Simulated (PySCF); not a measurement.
**How the method moves the HOMO and LUMO of `CCS(=O)(=O)O`**

C2H6O3S.
Structure used (PBE0-D3(BJ)/def2-SVP), in Å, numbered top down from 1:
```xyz
12
C2H6O3S angstrom
C      1.4372    0.4152   -0.3724
C      0.5014   -0.4003    0.4917
S     -1.1919    0.1552    0.3942
O     -1.2200    1.5956    0.5146
O     -2.0221   -0.7010    1.2244
O     -1.5511   -0.2067   -1.1536
H      1.1707    0.3237   -1.4350
H      1.3890    1.4767   -0.0940
H      2.4704    0.0627   -0.2423
H      0.4758   -1.4686    0.2315
H      0.7340   -0.3202    1.5654
H     -2.1935   -0.9323   -1.1244
```

Basis pcSseg-1 throughout (PySCF), one geometry. The structure is a single PBE0-D3(BJ)/def2-SVP conformer in the gas phase; no vibrational or solvent corrections.

Problem. How do the orbital energies, the gap and the dipole change with the method?

Solution. 
```csv
method,kind,HOMO (eV),LUMO (eV),gap (eV),μ (D),SCF cycles
BLYP,GGA,-7.19,-0.34,6.85,3.66,16
OPBE,GGA,-7.33,-0.09,7.24,3.61,17
PBE,GGA,-7.34,-0.31,7.03,3.65,16
B97-D,GGA,-7.37,-0.23,7.14,3.71,16
KT3,GGA,-7.45,-0.49,6.96,3.61,17
KT2,GGA,-7.47,-0.43,7.04,3.67,17
BP86,GGA,-7.47,-0.30,7.18,3.70,16
LDA,LDA,-7.58,-0.48,7.09,3.75,16
B3LYP,global hybrid,-8.71,0.23,8.94,3.87,15
PBE0,global hybrid,-9.02,0.61,9.63,3.89,14
mPW1PW91,global hybrid,-9.07,0.57,9.64,3.91,14
HF,Hartree–Fock,-12.90,3.57,16.47,4.42,11
```

The HOMO spans 5.71 eV, from BLYP down to HF, and the gap runs from 6.85 eV (BLYP) to 16.47 eV (HF). Over the methods BLYP (0 %), OPBE (0 %), PBE (0 %), B97-D (0 %), KT3 (0 %), KT2 (0 %), BP86 (0 %), LDA (0 %), B3LYP (20 %), PBE0 (25 %), mPW1PW91 (25 %), HF (100 %), a straight line through the gap against the share of exact exchange rises by 0.95 eV for each 10 % (correlation coefficient 0.999). The dipole ranges from 3.61 D (OPBE) to 4.42 D (HF). This basis has no diffuse functions.

The vertical ΔSCF ionisation energy at wB97X-D/def2-SVPD is 11.52 eV; −ε(HOMO) comes closest to it with HF (12.90 eV).
